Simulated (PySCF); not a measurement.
# `O=c1cc1O`, C3H2O2

Geometry (Å), atoms numbered from 1 in this order:
```xyz
7

O    -1.185   -1.801    0.458
C    -0.691   -0.720    0.307
C    -0.682    0.695    0.474
C     0.346    0.140   -0.183
O     1.471    0.446   -0.796
H    -1.135    1.605    0.841
H     1.881   -0.361   -1.128
```

The calculation used quadratic response CAM-B3LYP/aug-cc-pVTZ first hyperpolarisability, Taylor convention, gas phase (PySCF 2.14.0). Geometry: PBE0-D3(BJ)/def2-TZVP.

**Question.** Give the tensor of the static β(0;0,0) in the axes of these coordinates.

**Answer.** In au, Taylor convention; rows are the first index (the induced dipole):
|  | xx | yy | zz | xy | xz | yz |
| --- | --- | --- | --- | --- | --- | --- |
| x | +8.2 | +37.7 | +3.7 | -23.9 | -5.6 | +5.3 |
| y | -23.9 | -88.9 | -28.0 | +37.7 | +5.3 | -26.9 |
| z | -5.6 | -26.9 | -13.4 | +5.3 | +3.7 | -28.0 |

Norm of βᵢ = ⅓ Σⱼ (βᵢⱼⱼ + βⱼᵢⱼ + βⱼⱼᵢ): 156.2 au, hyper-Rayleigh value 60.5 au.
